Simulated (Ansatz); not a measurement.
Energy needed to pull apart AlBNH₂ (SMILES [BH]1[NH][Al]1), doublet, into free ground-state atoms, from the structure below (displaced at random from its PBE0-D4/def2-TZVP minimum); no zero-point or spin–orbit terms; open-shell atoms are treated unrestricted, in their ground-state multiplicity.

B1  (-0.529, -0.436, -0.183)
N2  (0.403, 0.501, 0.069)
Al3  (1.347, -0.922, 0.919)
H4  (-1.567, -0.589, -0.667)
H5  (0.392, 1.464, -0.173)
(Å)

Computed with Ansatz 0.2.0 (basis: def2-TZVPP); correlated methods freeze the cores; orbitals are unrestricted.

```tsv
method	atomization energy (kcal/mol)
PBE-D4	401.5
r2SCAN-D4	?
PBE0-D4	391.2
wB97M-V	390.4
HF	272.5
MP2	379.5
CCSD	?
CCSD(T)	371.4
```

Task: What does r2SCAN-D4 give? (An estimate is asked for; the value comes from the calculation.)

Result: Computed: 392.8 kcal/mol, which is about 21.4 kcal/mol more than CCSD(T)/def2-TZVPP.

Task: What does CCSD give? (Judge from chemistry; the value comes from the calculation.)

Result: Computed: 363.7 kcal/mol, which is about 7.7 kcal/mol less than CCSD(T)/def2-TZVPP.

In triple zeta the MP2 and coupled-cluster atomization energies are still short of their basis limit by a few kcal/mol a bond, whereas those of the functionals are nearly converged, so these differences are not deviations from converged CCSD(T).

T1 diagnostic: at most 0.029. ⟨S²⟩ of the unrestricted Hartree–Fock references: 0.85 (a pure state has 0.75). The unrestricted reference is spin-contaminated, which hurts MP2 most.

For scale, one of the runs: CCSD(T)/def2-TZVPP forces, 132 basis functions, launched by `ansatz run in.yaml --threads 2 --pin off --events-out ev --progress --plain --max-ram 4352MiB`. Hardware: 2 CPU threads of an Arm Neoverse V1, shared host. Wall time 100 s; peak host memory 2.4 GiB.
